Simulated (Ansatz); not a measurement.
Born–Oppenheimer molecular dynamics of AlClH2O (5 atoms, charge 0, multiplicity 1). It starts from a relaxed structure.

All numbers below come from RHF/def2-SVP in Ansatz 0.2.0.

| Property | Result |
| --- | --- |
| ensemble | NVT, Nosé–Hoover chain |
| time step | 0.5 fs |
| steps asked | 250 |
| set temperature | 400 K |
| thermostat | time constant 20 fs, chain length 5 |
| seed | 167521 |

First frame:

```xyz
5
Properties=species:S:1:pos:R:3
Al 0.000 -0.075 0.087
H -0.112 0.221 1.611
O 1.491 -0.429 -0.590
H 1.784 -0.633 -1.459
Cl -1.712 -0.036 -1.139
```

(1) How far do the bonds stretch over the last three quarters of this one trajectory? (Pairs bonded in most of those frames.)

Answers

(1) 
```
   bond  mean (Å)  spread (Å)  shortest  longest
 Al1–H2     1.560       0.040      1.50     1.62
 Al1–O3     1.687       0.047      1.60     1.75
Al1–Cl5     2.102       0.051      2.03     2.18
  O3–H4     0.945       0.032      0.89     0.99
```

Mean temperature of the second half: 364 K. The conserved energy stayed within 0.8 meV per atom of its start (net change 0.059 meV per atom), so the integration is sound. A run of 0.12 ps of so small a system gives no equilibrium averages.

Time of the run: 97 s on 1 thread of Arm Neoverse V2, on a shared host, peak memory 0.094 GiB.
